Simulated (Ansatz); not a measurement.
GaH3, triplet: reading a ladder of total energies

Geometry: a point of a stretch scan, not a stationary point.

```xyz
4

Ga   -0.0005    0.0281   -0.0482
H    -0.0005   -1.4773   -0.5440
H     0.4435   -0.2435    2.0296
H    -0.4060   -0.2198    1.8487
```

Basis cc-pVDZ; Ansatz 0.2.0. Correlated methods freeze the noble-gas cores and the filled d shells of p-block atoms, which leaves 6 electrons in 28 orbitals. Prefix R: restricted or restricted open-shell reference. No spin–orbit coupling is included, and no scalar relativity.

Full CI is exact within this basis and frozen core; it isn't the basis-set limit.

Runs differ by some tens of microhartree through their thresholds and, for an open shell, their frozen cores, so steps under 0.03 kcal/mol mean nothing.

```tsv
level	total energy (hartree)
RHF	-1924.834483
RMP2	-1924.903437
RCCSD	-1924.926209
RCCSD(T)	-1924.927761
RCCSDT	-1924.928317
RCCSDT(Q)	-1924.928348
full CI	-1924.928305
```

Problem. What is the correlation energy at full CI, and what share of it do RMP2 and RCCSD recover?

Solution. E(corr) = -1924.928305 − (-1924.834483) = -0.093822 hartree = -2.553 eV. RMP2: -0.068954 / -0.093822 = 73.49 %. RCCSD: -0.091726 / -0.093822 = 97.77 %.

Problem. By how many kcal/mol does RCCSD(T) miss full CI (1 hartree = 627.509 kcal/mol), and which steps make up the rest?

Solution. -1924.927761 − (-1924.928305) = 0.000544 hartree = 0.34 kcal/mol. Steps: RCCSDT − RCCSD(T) = -0.35, RCCSDT(Q) − RCCSDT = -0.02, full CI − RCCSDT(Q) = 0.03 kcal/mol. That is within 1 kcal/mol of the reference in this basis, which itself misses far more of the correlation at the basis-set limit.
